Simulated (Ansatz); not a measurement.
Born–Oppenheimer molecular dynamics of C$_{3}$H$_{4}$O (8 atoms, charge 0, multiplicity 1). It starts from a relaxed structure.

Level of theory: Ansatz, RKS r2SCAN-D4/6-31G.

```
ensemble        : NVT, Langevin thermostat
time step       : 0.5 fs
steps asked     : 300
set temperature : 300 K
friction        : 0.01 /fs
seed            : 95
```

Frames 0.5 fs apart, positions in Å, forces in eV/Å.

Velocities at 40 fs (Å/ps):

```
C -1.97 -0.84 0.32
C 3.23 6.95 2.41
C -6.51 3.83 4.76
O 7.32 4.56 1.40
H -8.04 -3.21 7.38
H -1.69 4.27 -30.29
H -24.02 -13.55 29.60
H -3.73 2.51 -4.59
```

```xyz
8
Properties=species:S:1:pos:R:3:forces:R:3 time_fs=40 energy_less_start_eV=0.281 T=290
C -0.414 0.894 -0.300 0.93 -0.47 -0.86
C 0.357 -0.278 0.190 -0.84 3.35 0.38
C 0.337 -1.584 0.273 0.24 -2.07 -0.11
O 1.471 -0.113 0.880 0.92 -0.34 0.24
H -0.801 0.729 -1.276 -1.11 -0.66 -0.94
H -1.177 1.215 0.375 -0.71 0.06 0.62
H 0.237 1.727 -0.511 0.78 0.47 0.59
H 0.182 -2.271 1.083 -0.20 -0.34 0.08
8
Properties=species:S:1:pos:R:3:forces:R:3 time_fs=40.5 energy_less_start_eV=0.281 T=285
C -0.415 0.893 -0.300 0.83 -0.81 -0.93
C 0.358 -0.274 0.192 -0.82 3.09 0.47
C 0.334 -1.583 0.275 0.28 -1.80 -0.23
O 1.475 -0.111 0.881 0.84 -0.34 0.18
H -0.806 0.727 -1.273 -1.03 -0.65 -0.97
H -1.179 1.217 0.360 -0.94 0.09 0.88
H 0.226 1.721 -0.496 1.07 0.83 0.42
H 0.180 -2.271 1.080 -0.22 -0.41 0.18
8
Properties=species:S:1:pos:R:3:forces:R:3 time_fs=41 energy_less_start_eV=0.274 T=295
C -0.417 0.893 -0.300 0.65 -1.05 -1.05
C 0.359 -0.269 0.193 -0.79 2.75 0.57
C 0.331 -1.581 0.277 0.31 -1.51 -0.32
O 1.479 -0.108 0.882 0.74 -0.33 0.12
H -0.815 0.723 -1.273 -0.89 -0.61 -0.88
H -1.183 1.220 0.347 -1.09 0.09 1.06
H 0.218 1.717 -0.480 1.28 1.12 0.26
H 0.179 -2.271 1.079 -0.23 -0.45 0.25
8
Properties=species:S:1:pos:R:3:forces:R:3 time_fs=41.5 energy_less_start_eV=0.255 T=319
C -0.417 0.892 -0.300 0.40 -1.14 -1.16
C 0.360 -0.264 0.195 -0.76 2.36 0.67
C 0.328 -1.581 0.280 0.33 -1.24 -0.37
O 1.483 -0.106 0.882 0.65 -0.31 0.05
H -0.827 0.719 -1.274 -0.69 -0.54 -0.71
H -1.190 1.223 0.338 -1.10 0.05 1.12
H 0.213 1.715 -0.463 1.39 1.28 0.12
H 0.177 -2.273 1.078 -0.23 -0.45 0.28
8
Properties=species:S:1:pos:R:3:forces:R:3 time_fs=42 energy_less_start_eV=0.227 T=340
C -0.418 0.890 -0.300 0.09 -1.05 -1.25
C 0.361 -0.259 0.197 -0.71 1.91 0.77
C 0.324 -1.580 0.282 0.35 -0.97 -0.41
O 1.487 -0.104 0.882 0.55 -0.30 -0.01
H -0.841 0.715 -1.277 -0.46 -0.46 -0.49
H -1.199 1.227 0.331 -0.99 -0.04 1.09
H 0.211 1.716 -0.447 1.39 1.32 0.00
H 0.173 -2.276 1.078 -0.23 -0.42 0.28
8
Properties=species:S:1:pos:R:3:forces:R:3 time_fs=42.5 energy_less_start_eV=0.195 T=345
C -0.419 0.888 -0.301 -0.20 -0.80 -1.30
C 0.362 -0.254 0.200 -0.65 1.44 0.88
C 0.321 -1.580 0.285 0.36 -0.70 -0.43
O 1.491 -0.102 0.882 0.45 -0.28 -0.07
H -0.856 0.709 -1.279 -0.23 -0.37 -0.26
H -1.209 1.231 0.327 -0.80 -0.16 0.99
H 0.212 1.719 -0.430 1.29 1.23 -0.09
H 0.169 -2.281 1.078 -0.21 -0.37 0.27
8
Properties=species:S:1:pos:R:3:forces:R:3 time_fs=43 energy_less_start_eV=0.165 T=368
C -0.419 0.886 -0.301 -0.45 -0.40 -1.30
C 0.362 -0.248 0.203 -0.58 0.96 0.98
C 0.318 -1.580 0.287 0.37 -0.45 -0.43
O 1.495 -0.101 0.882 0.35 -0.26 -0.12
H -0.871 0.703 -1.282 0.00 -0.28 -0.04
H -1.219 1.236 0.325 -0.56 -0.29 0.84
H 0.215 1.725 -0.415 1.08 1.01 -0.17
H 0.165 -2.286 1.078 -0.20 -0.30 0.23
8
Properties=species:S:1:pos:R:3:forces:R:3 time_fs=43.5 energy_less_start_eV=0.145 T=395
C -0.420 0.884 -0.302 -0.66 0.14 -1.28
C 0.363 -0.242 0.206 -0.50 0.45 1.08
C 0.315 -1.580 0.289 0.37 -0.20 -0.41
O 1.499 -0.099 0.882 0.24 -0.23 -0.18
H -0.885 0.699 -1.285 0.22 -0.20 0.18
H -1.230 1.242 0.325 -0.28 -0.44 0.66
H 0.220 1.734 -0.399 0.79 0.69 -0.23
H 0.161 -2.291 1.079 -0.18 -0.21 0.18
8
Properties=species:S:1:pos:R:3:forces:R:3 time_fs=44 energy_less_start_eV=0.140 T=385
C -0.420 0.881 -0.303 -0.85 0.76 -1.24
C 0.363 -0.236 0.209 -0.41 -0.08 1.19
C 0.311 -1.581 0.291 0.37 0.03 -0.38
O 1.503 -0.098 0.883 0.13 -0.20 -0.24
H -0.899 0.696 -1.289 0.43 -0.12 0.39
H -1.242 1.247 0.327 0.03 -0.59 0.46
H 0.226 1.746 -0.383 0.46 0.30 -0.29
H 0.158 -2.297 1.081 -0.16 -0.10 0.11
8
Properties=species:S:1:pos:R:3:forces:R:3 time_fs=44.5 energy_less_start_eV=0.153 T=382
C -0.421 0.879 -0.304 -0.99 1.37 -1.17
C 0.363 -0.231 0.212 -0.31 -0.56 1.29
C 0.308 -1.581 0.293 0.37 0.22 -0.33
O 1.508 -0.097 0.883 0.02 -0.18 -0.30
H -0.911 0.692 -1.293 0.61 -0.05 0.57
H -1.255 1.253 0.329 0.32 -0.73 0.26
H 0.234 1.757 -0.369 0.12 -0.09 -0.35
H 0.155 -2.304 1.083 -0.14 0.02 0.03
8
Properties=species:S:1:pos:R:3:forces:R:3 time_fs=45 energy_less_start_eV=0.181 T=349
C -0.422 0.877 -0.304 -1.08 1.90 -1.09
C 0.363 -0.225 0.216 -0.22 -0.98 1.37
C 0.305 -1.581 0.295 0.37 0.39 -0.28
O 1.512 -0.096 0.883 -0.10 -0.15 -0.36
H -0.921 0.690 -1.297 0.76 0.00 0.72
H -1.267 1.256 0.332 0.58 -0.84 0.08
H 0.242 1.769 -0.355 -0.20 -0.45 -0.41
H 0.152 -2.310 1.085 -0.12 0.13 -0.04
8
Properties=species:S:1:pos:R:3:forces:R:3 time_fs=45.5 energy_less_start_eV=0.214 T=304
C -0.424 0.876 -0.305 -1.11 2.30 -0.98
C 0.363 -0.220 0.221 -0.15 -1.33 1.41
C 0.301 -1.581 0.298 0.37 0.54 -0.26
O 1.517 -0.095 0.883 -0.20 -0.13 -0.41
H -0.928 0.687 -1.300 0.88 0.05 0.83
H -1.277 1.257 0.335 0.77 -0.91 -0.05
H 0.250 1.778 -0.343 -0.46 -0.73 -0.46
H 0.148 -2.315 1.085 -0.10 0.20 -0.08
```

Of the whole run (150 fs, mean temperature of the second half 305 K): A run of 0.15 ps of so small a system gives no equilibrium averages. Limits of this set-up: no polarisation functions.

Time of the run: 7.2 min on 1 thread of Arm Neoverse V2, with other jobs on the host, peak memory 0.086 GiB.
